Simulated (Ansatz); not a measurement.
# CH6BP: how energies converge with the basis set

The task here is to estimate one member of a computed series from the others.

Method: one geometry, several basis sets; program: Ansatz 0.2.0, Gaussian basis.

Plan: PBE0-D4/def2-SVP; ωB97M-V/def2-SVP; PBE0-D4/def2-QZVPP; ωB97M-V/def2-QZVPP; the functionals' def2-TZVPP values are taken from earlier runs.

## The geometry

All runs share one geometry, relaxed beforehand with PBE0-D4 in a triple-zeta def2 set.

SMILES `CBP`, 9 atoms, charge 0, spin multiplicity 1.

Atoms are counted from 1 here; the program's logs count them from 0.

Bond lengths: C1–B2 1.557 Å, C1–H4 1.096 Å, C1–H5 1.099 Å, C1–H6 1.091 Å, B2–P3 1.878 Å, B2–H7 1.199 Å, P3–H8 1.412 Å, P3–H9 1.413 Å. Angles: B2–C1–H4 111.1°, B2–C1–H5 107.6°, B2–C1–H6 115.8°, H4–C1–H5 104.8°, H4–C1–H6 109.0°, H5–C1–H6 107.9°, C1–B2–P3 123.4°, C1–B2–H7 119.8°, P3–B2–H7 116.4°, B2–P3–H8 102.8°, B2–P3–H9 102.8°, H8–P3–H9 99.2°.

Set-up of the first run:

The input, in.yaml:

```yaml
crystal:
  periodic: [false, false, false]
  atoms:
    - {symbol: C, position_ang: [-0.574951, 0.955773, -0.614470]}
    - {symbol: B, position_ang: [0.158386, -0.406069, -0.435304]}
    - {symbol: P, position_ang: [0.198948, -1.351769, 1.186707]}
    - {symbol: H, position_ang: [-1.309545, 0.903637, -1.425792]}
    - {symbol: H, position_ang: [0.167953, 1.690450, -0.954196]}
    - {symbol: H, position_ang: [-1.058848, 1.355356, 0.278349]}
    - {symbol: H, position_ang: [0.625054, -0.962693, -1.389410]}
    - {symbol: H, position_ang: [1.498297, -1.903715, 1.194263]}
    - {symbol: H, position_ang: [0.383308, -0.327170, 2.142655]}
basis:
  gaussian: {orbitals: def2-SVP}
hamiltonian: {xc: pbe0, dispersion: d4}
output: {orbitals: {seedname: orbitals}}
```

Started as:

```console
$ ansatz run in.yaml --threads 2 --pin off --events-out ev --progress --plain --max-ram 4352MiB
```

Steps of the session up to this table: PBE0-D4 in def2-SVP; ωB97M-V in def2-SVP; PBE0-D4 in def2-QZVPP; ωB97M-V in def2-QZVPP.

One table of the session follows, with a row left open; its other results are not shown here.

It belongs to the step «Functionals by basis». 

```
functional       basis  HOMO (eV)
   PBE0-D4    def2-SVP      -7.19
   PBE0-D4  def2-TZVPP      -7.27
   PBE0-D4  def2-QZVPP      -7.29
   ωB97M-V    def2-SVP          ?
   ωB97M-V  def2-TZVPP      -9.39
   ωB97M-V  def2-QZVPP      -9.41
```

Q: Estimate the row for ωB97M-V, def2-SVP from the others.

The run gave: HOMO (eV): -9.28. In the column «HOMO (eV)» it lies between ωB97M-V, def2-TZVPP (-9.39) and PBE0-D4, def2-QZVPP (-7.29).
